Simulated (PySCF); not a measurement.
nitrous oxide anion (N2O), SMILES N#[N+][O-] (connectivity only; charge and spin as stated), charge -1, multiplicity 2. Geometry: B3LYP-D3(BJ)/def2-TZVPD. The spin state was assumed, not searched.

These are B3LYP-D3(BJ)/def2-TZVPD in PySCF values and carry that method's errors.

Harmonic wavenumbers (cm⁻¹): 640, 965, 1698. Rotational constants (GHz): 221.2, 12.82, 12.12; symmetry number 1.

Question: Work out the zero-point energy and the ideal-gas rigid-rotor harmonic-oscillator thermochemistry at 298.15 K and 1 atm.

Answer: ZPE = ½ Σ hcν = ½ × 3303 cm⁻¹ = 19.75 kJ/mol. H − E(el) = 30.15 kJ/mol. Entropy in J/(mol K): translation 155.94, rotation 82.74, vibration 2.08, spin 5.76, total 246.53. G − E(el) = -43.35 kJ/mol. Cp = 39.12 J/(mol K).
